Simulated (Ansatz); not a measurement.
C4H4O2, SMILES `C#CCOC=O`. Total charge 0; spin multiplicity 1. All single points use the PBE0-D4/def2-TZVP geometry. It is one conformer, not always the lowest.

```xyz
10

C     2.049    0.594    1.006
C     1.046   -0.010    0.753
C    -0.166   -0.753    0.460
O    -1.256    0.112    0.111
C    -1.332    0.456   -1.179
O    -0.597    0.097   -2.047
H     2.942    1.133    1.222
H     0.013   -1.459   -0.354
H    -0.504   -1.295    1.343
H    -2.195    1.124   -1.316
```

**Question.** What is the dipole moment at ωB97M-V/def2-TZVPP? (Estimate.)

**Answer.** Ansatz gave: 1.69 D, with components (-0.45, -0.18, 1.62) D in this frame, pointing from negative to positive charge.

**Question.** And with PBE, r2SCAN, B3LYP? (Best estimate.)

**Answer.** Computed: PBE 1.67 D, r2SCAN 1.71 D, B3LYP 1.71 D.

**Question.** Give the Mulliken charges with ωB97M-V, PBE, B3LYP in def2-TZVPP. (Estimate.)

**Answer.** Ansatz gave: 
| atom | ωB97M-V | PBE | B3LYP |
| --- | --- | --- | --- |
| C1 | 0.05 | 0.11 | 0.13 |
| C2 | -0.31 | -0.34 | -0.41 |
| C3 | -0.08 | -0.03 | -0.02 |
| O4 | -0.24 | -0.17 | -0.24 |
| C5 | 0.23 | 0.16 | 0.22 |
| O6 | -0.30 | -0.25 | -0.29 |
| H7 | 0.24 | 0.21 | 0.26 |
| H8 | 0.16 | 0.12 | 0.13 |
| H9 | 0.14 | 0.12 | 0.13 |
| H10 | 0.11 | 0.08 | 0.10 |

B3LYP here is the variant with VWN-RPA as its local correlation; programs differ in this.
